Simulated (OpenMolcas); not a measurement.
**AlH2Cl (SMILES [H][Al]([H])[Cl]), step by step**

Wanted: a single-point energy (UHF/STO-3G), then a single-point energy (CASSCF(2,2)/STO-3G), then a single-point energy (CASPT2(2,2)/STO-3G), then the energy (SC-NEVPT2(2,2)/STO-3G), then a single-point energy (MRCI(2,2)/STO-3G) of AlH2Cl. 

The results are computed with OpenMolcas 26.06.

3 further runs of the same task are left out: 1 that didn't finish, 2 set aside as unsound or not needed.

## 1. The molecule

AlH2Cl has 4 atoms, charge 0, and is taken as a singlet. As SMILES, `[H][Al]([H])[Cl]`. The Al1–H2 distance was set to 3.075 Å, away from the relaxed value. At this shape a bond of the SMILES string is far longer than usual.

Bond lengths: Al1–Cl4 2.014 Å, Al1–H3 1.538 Å. Angles: H3–Al1–Cl4 121.9°.

## 2. The energy at UHF/STO-3G (run 1)

Input file step1.inp:

```
* AlClH2 Hartree-Fock

&GATEWAY
  BASLIB
  $CurrDir
  COORD
  4
  angstrom
  Al      -1.487464       0.056360      -0.017710
  H        1.587020       0.109500       0.013310
  H       -2.188334       1.424870      -0.035010
  Cl      -2.522954      -1.670450      -0.007110
  BASIS
  STO-3G
  GROUP
  NoSym

&SEWARD

&SCF
  UHF
  SCRAMBLE
  0.25
  PRORBITALS
  1 1
```

The basis set STO-3G is read from a file made from the Basis Set Exchange's data (not shown).

Run with:

```bash
$ export MOLCAS_MEM=1860
$ pymolcas step1.inp > step1.log
```

The program printed:

```text
--- Start Module: gateway ---
[...]
--- Stop Module: gateway /rc=_RC_ALL_IS_WELL_ ---
--- Start Module: seward ---
[...]
      Basis functions           20
--- Stop Module: seward /rc=_RC_ALL_IS_WELL_ ---
--- Start Module: scf ---
[...]
       Convergence after  26 Iterations
[...]
::    Total SCF energy                               -694.6653258416
[...]
      Total spin, S                                     0.6053029875
[...]
      Total electronic charge=   32.000000
      Total            charge=   -0.000000
[...]
      Dipole Moment (debye):
      Origin of the operator (angstrom)=   -2.0161   -0.8653   -0.0117
                   X=  2.4341E+00               Y=  2.2993E+00               Z= -8.9672E-03           Total=  3.3484E+00
      Quadrupole Moment (debye*angstrom):
[...]
--- Stop Module: scf /rc=_RC_ALL_IS_WELL_ ---
[...]
```

Run time: 2 s. Hardware: 1 thread of Arm Neoverse V1, shared host; peak memory 0.37 GiB.

## 3. A single-point energy at CASSCF(2,2)/STO-3G (run 2)

Input file step2.inp:

```
&GATEWAY
  BasLib=$CurrDir
  Coord
  4
  angstrom
  Al      -1.487464       0.056360      -0.017710
  H        1.587020       0.109500       0.013310
  H       -2.188334       1.424870      -0.035010
  Cl      -2.522954      -1.670450      -0.007110
  Basis=STO-3G
  Group=NoSym

&SEWARD

&RASSCF
  FileOrb=$CurrDir/step1.UnaOrb
  Spin=1
  Nactel=2 0 0
  Inactive=15
  Ras2=2
  OrbListing=Nothing
  OrbAppear=Compact
```

The basis set STO-3G is read from a file made from the Basis Set Exchange's data (not shown).

Run with:

```bash
$ export MOLCAS_MEM=1860
$ pymolcas step2.inp > step2.log
```

The program printed:

```text
--- Start Module: gateway ---
[...]
--- Stop Module: gateway /rc=_RC_ALL_IS_WELL_ ---
--- Start Module: seward ---
[...]
      Basis functions           20
--- Stop Module: seward /rc=_RC_ALL_IS_WELL_ ---
--- Start Module: rasscf ---
[...]
      Number of active orbitals                  2
[...]
      Spin quantum number                      0.0
[...]
      Active orbitals                            2
[...]
      Number of CSFs                             3
[...]
      Number of root(s) required                 1
[...]
      Convergence after  7 iterations
[...]
      printout of CI-coefficients larger than  0.05 for root  1
      energy=    -694.670113
      conf/sym  11     Coeff  Weight
             1  20  -0.82250 0.67650
             3  02   0.56877 0.32350
      Natural orbitals and occupation numbers for root  1
      sym 1:   1.352998   0.647002
      ************************************************************************************************************************
      *                                                    Final results                                                     *
[...]
::    RASSCF root number  1 Total energy:   -694.67011266
[...]
      Total electronic charge=   32.000000
      Total            charge=   -0.000000
[...]
      Dipole Moment (debye):
      Origin of the operator (angstrom)=   -2.0161   -0.8653   -0.0117
                   X=  2.2973E+00               Y=  2.2642E+00               Z= -1.0604E-02           Total=  3.2256E+00
      Quadrupole Moment (debye*angstrom):
[...]
--- Stop Module: rasscf /rc=_RC_ALL_IS_WELL_ ---
[...]
```

It took 1.6 s on 1 thread of Arm Neoverse V1, shared host; peak memory 0.37 GiB.

## 4. A single-point energy at CASPT2(2,2)/STO-3G (run 3)

Input file step3.input:

```
&gateway
  baslib=$CurrDir
  coord
  4
  angstrom
  Al      -1.487464       0.056360      -0.017710
  H        1.587020       0.109500       0.013310
  H       -2.188334       1.424870      -0.035010
  Cl      -2.522954      -1.670450      -0.007110
  basis=STO-3G
  group=NoSym

&seward

&rasscf
  fileorb=$CurrDir/step2.RasOrb
  spin=1
  nactel=2 0 0
  inactive=15
  ras2=2
  orblisting=Nothing
  orbappear=Compact

&caspt2
  imaginary=0.1
  frozen=10
```

The basis set STO-3G is read from a file made from the Basis Set Exchange's data (not shown).

Run with:

```bash
$ export MOLCAS_MEM=1860
$ pymolcas step3.input > step3.log
```

The program printed:

```text
--- Start Module: gateway ---
[...]
--- Stop Module: gateway /rc=_RC_ALL_IS_WELL_ ---
[...]
      Basis functions           20
[...]
--- Start Module: rasscf ---
[...]
      Number of active orbitals                  2
[...]
      Spin quantum number                      0.0
[...]
      Active orbitals                            2
[...]
      Number of CSFs                             3
[...]
      Number of root(s) required                 1
[...]
      Convergence after  4 iterations
[...]
      printout of CI-coefficients larger than  0.05 for root  1
      energy=    -694.670113
      conf/sym  11     Coeff  Weight
             1  20  -0.82250 0.67650
             3  02   0.56877 0.32350
      Natural orbitals and occupation numbers for root  1
      sym 1:   1.352997   0.647003
      ************************************************************************************************************************
      *                                                    Final results                                                     *
[...]
::    RASSCF root number  1 Total energy:   -694.67011266
[...]
      Total electronic charge=   32.000000
      Total            charge=   -0.000000
[...]
      Dipole Moment (debye):
      Origin of the operator (angstrom)=   -2.0161   -0.8653   -0.0117
                   X=  2.2973E+00               Y=  2.2642E+00               Z= -1.0620E-02           Total=  3.2256E+00
      Quadrupole Moment (debye*angstrom):
[...]
--- Stop Module: rasscf /rc=_RC_ALL_IS_WELL_ ---
--- Start Module: caspt2 ---
[...]
 ###    WARNING: User changed nr of frozen orbitals.                         ###
 ###############################################################################
[...]
      E2 (Variational):          -0.0221544869
      Total energy:            -694.6922671454
[...]
      Reference weight:           0.98720
[...]
::    CASPT2 Root  1     Total energy:   -694.69226715
[...]
--- Stop Module: caspt2 /rc=_RC_ALL_IS_WELL_ ---
[...]
```

It took 1.6 s on 1 thread of Arm Neoverse V1, shared host; peak memory 0.37 GiB.

## 5. A single-point energy at SC-NEVPT2(2,2)/STO-3G (run 4)

Input file step4.inp:

```
* AlClH2 NEVPT2
>>> EXPORT MOLCAS_PRINT=2
&GATEWAY
BASLIB
$CurrDir
COORD
4
angstrom
Al      -1.487464       0.056360      -0.017710
H        1.587020       0.109500       0.013310
H       -2.188334       1.424870      -0.035010
Cl      -2.522954      -1.670450      -0.007110
BASIS
STO-3G
GROUP
NoSym
&SEWARD
&RASSCF
FILEORB
$CurrDir/step2.RasOrb
SPIN
1
NACTEL
2 0 0
INACTIVE
15
RAS2
2
ORBLISTING
Nothing
ORBAPPEAR
Compact
&CASPT2
SC-NEVPT2
FROZEN
10
```

The basis set STO-3G is read from a file made from the Basis Set Exchange's data (not shown).

Run with:

```bash
$ export MOLCAS_MEM=1860
$ pymolcas step4.inp > step4.log
```

The program printed:

```text
--- Start Module: gateway ---
[...]
--- Stop Module: gateway /rc=_RC_ALL_IS_WELL_ ---
[...]
      Basis functions           20
[...]
--- Start Module: rasscf ---
[...]
      Number of active orbitals                  2
[...]
      Spin quantum number                      0.0
[...]
      Active orbitals                            2
[...]
      Number of CSFs                             3
[...]
      Number of root(s) required                 1
[...]
      Convergence after  4 iterations
[...]
      printout of CI-coefficients larger than  0.05 for root  1
      energy=    -694.670113
      conf/sym  11     Coeff  Weight
             1  20  -0.82250 0.67650
             3  02   0.56877 0.32350
      Natural orbitals and occupation numbers for root  1
      sym 1:   1.352997   0.647003
      ************************************************************************************************************************
      *                                                    Final results                                                     *
[...]
::    RASSCF root number  1 Total energy:   -694.67011266
[...]
      Total electronic charge=   32.000000
      Total            charge=   -0.000000
[...]
      Dipole Moment (debye):
      Origin of the operator (angstrom)=   -2.0161   -0.8653   -0.0117
                   X=  2.2973E+00               Y=  2.2642E+00               Z= -1.0620E-02           Total=  3.2256E+00
      Quadrupole Moment (debye*angstrom):
[...]
--- Stop Module: rasscf /rc=_RC_ALL_IS_WELL_ ---
--- Start Module: caspt2 ---
[...]
 ###    WARNING: User changed nr of frozen orbitals.                         ###
 ###############################################################################
[...]
      E2 (Variational):          -0.0215911840
[...]
      E2 (Variational):          -0.0215773433
      Total energy:            -694.6916900018
[...]
      Reference weight:           0.98778
[...]
::    SC-NEVPT2 Root  1     Total energy:   -694.69169000
[...]
--- Stop Module: caspt2 /rc=_RC_ALL_IS_WELL_ ---
[...]
```

It took 1.6 s on 1 thread of Arm Neoverse V1, shared host; peak memory 0.37 GiB.

## 6. A single-point energy at MRCI(2,2)/STO-3G (run 5)

Input file step5.input:

```
* AlClH2 MRCI
>>> EXPORT MOLCAS_PRINT=2

&GATEWAY
  BasLib=$CurrDir
  Coord
  4
  angstrom
  Al      -1.487464       0.056360      -0.017710
  H        1.587020       0.109500       0.013310
  H       -2.188334       1.424870      -0.035010
  Cl      -2.522954      -1.670450      -0.007110
  Basis=STO-3G
  Group=NoSym

&SEWARD

&RASSCF
  FileOrb=$CurrDir/step2.RasOrb
  Spin=1
  Nactel=2 0 0
  Inactive=15
  Ras2=2
  OrbListing=Nothing
  OrbAppear=Compact

&MOTRA
  LumOrb
  Frozen=10

&GUGA
  Electrons=12
  Spin=1
  Inactive=5
  Active=2
  CIAll=1

&MRCI
  SDCI
```

The basis set STO-3G is read from a file made from the Basis Set Exchange's data (not shown).

Run with:

```bash
$ export MOLCAS_MEM=1860
$ pymolcas step5.input > step5.log
```

The program printed:

```text
--- Start Module: gateway ---
[...]
--- Stop Module: gateway /rc=_RC_ALL_IS_WELL_ ---
[...]
      Basis functions           20
[...]
      Number of active orbitals                  2
[...]
      Spin quantum number                      0.0
[...]
      Active orbitals                            2
[...]
      Number of CSFs                             3
[...]
      Number of root(s) required                 1
[...]
      Convergence after  4 iterations
[...]
      printout of CI-coefficients larger than  0.05 for root  1
      energy=    -694.670113
      conf/sym  11     Coeff  Weight
             1  20  -0.82250 0.67650
             3  02   0.56877 0.32350
      Natural orbitals and occupation numbers for root  1
      sym 1:   1.352997   0.647003
      ************************************************************************************************************************
      *                                                    Final results                                                     *
[...]
::    RASSCF root number  1 Total energy:   -694.67011266
[...]
      Dipole Moment (debye):
      Origin of the operator (angstrom)=   -2.0161   -0.8653   -0.0117
                   X=  2.2973E+00               Y=  2.2642E+00               Z= -1.0620E-02           Total=  3.2256E+00
      Quadrupole Moment (debye*angstrom):
[...]
      *** WARNING: Default frozen orbitals is overwritten by user input.
      *** Default values:   7
[...]
--- Start Module: guga ---
[...]
--- Stop Module: guga /rc=_RC_ALL_IS_WELL_ ---
--- Start Module: mrci ---
[...]
       (But an ACPF correction will be computed)
       USE THE DEFAULT ACPF G-VALUE GFAC=  0.16666666666666666
[...]
                      CI ENERGY:  -694.70154707
[...]
                ACPF CORRECTION:    -0.00078937
[...]
      Total electronic charge=   32.000000
      Total            charge=   -0.000000
[...]
     ACPF CORRECTION:     -0.00078937
[...]
  CI State   1     Total energy:   -694.70154707     QDav:     -0.00095203     QACPF:     -0.00078937
[...]
--- Stop Module: mrci /rc=_RC_ALL_IS_WELL_ ---
[...]
```

It took 1.7 s on 1 thread of Arm Neoverse V1, shared host; peak memory 0.37 GiB.

## 7. Results

| quantity | value |
| --- | --- |
| run 1, UHF/STO-3G: total energy | -694.66533 Eh |
| run 1, UHF/STO-3G: dipole moment | 3.35 D |
| run 1, UHF/STO-3G: HOMO energy | -5.45 eV |
| run 1, UHF/STO-3G: LUMO energy | 6.79 eV |
| run 1, UHF/STO-3G: HOMO–LUMO gap | 12.23 eV |
| run 1, UHF/STO-3G: ⟨S²⟩ | 0.972 |
| run 2, CASSCF(2,2)/STO-3G: total energy | -694.67011 Eh |
| run 2, CASSCF(2,2)/STO-3G: dipole moment (CASSCF density) | 3.23 D |
| run 3, CASPT2(2,2)/STO-3G: total energy | -694.69227 Eh |
| run 3, CASPT2(2,2)/STO-3G: dipole moment (CASSCF density) | 3.23 D |
| run 4, SC-NEVPT2(2,2)/STO-3G: total energy | -694.69169 Eh |
| run 4, SC-NEVPT2(2,2)/STO-3G: dipole moment (CASSCF density) | 3.23 D |
| run 5, MRCI(2,2)/STO-3G: total energy | -694.70155 Eh |
| run 5, MRCI(2,2)/STO-3G: dipole moment (CASSCF density) | 3.23 D |

⟨S²⟩ (run 1, UHF/STO-3G) is 0.97 where a pure singlet has 0.00: the reference is spin-contaminated. Mulliken charges (run 2, CASSCF(2,2)/STO-3G) run from -0.52 on Cl4 to +0.81 on Al1; they depend strongly on the basis.
